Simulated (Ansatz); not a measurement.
Worked example: correlation energy of PF⁺, doublet

Geometry: that of the PF, triplet, kept fixed.

```tsv
atom	x (Å)	y (Å)	z (Å)
F	0.0000	0.0000	0.0000
P	0.0000	0.0000	1.5934
```

Basis cc-pVTZ; Ansatz 0.2.0. Correlated methods freeze the noble-gas cores, which leaves 11 electrons in 58 orbitals. Prefix R: restricted or restricted open-shell reference; prefix U: unrestricted.

Full CI isn't at hand for all of this; UCCSDT(Q) serves as the reference, and is uncertain by about the last step of the cluster series.

Runs differ by some tens of microhartree through their thresholds and, for an open shell, their frozen cores, so steps under 0.03 kcal/mol mean nothing.

| level | total energy (hartree) |
| --- | --- |
| UHF | -439.872559 |
| UMP2 | -440.218688 |
| UCCSD | -440.232097 |
| UCCSD(T) | -440.246132 |
| UCCSDT | -440.246893 |
| UCCSDT(Q) | -440.247674 |

Question: What is the correlation energy at UCCSDT(Q), and what share of it do UMP2 and UCCSD recover?

Answer: E(corr) = -440.247674 − (-439.872559) = -0.375115 hartree = -10.207 eV. UMP2: -0.346129 / -0.375115 = 92.27 %. UCCSD: -0.359538 / -0.375115 = 95.85 %.

Question: By how many kcal/mol does UCCSD(T) miss UCCSDT(Q) (1 hartree = 627.509 kcal/mol), and which steps make up the rest?

Answer: -440.246132 − (-440.247674) = 0.001542 hartree = 0.97 kcal/mol. Steps: UCCSDT − UCCSD(T) = -0.48, UCCSDT(Q) − UCCSDT = -0.49 kcal/mol. Differences between like states or geometries often cancel part of this.
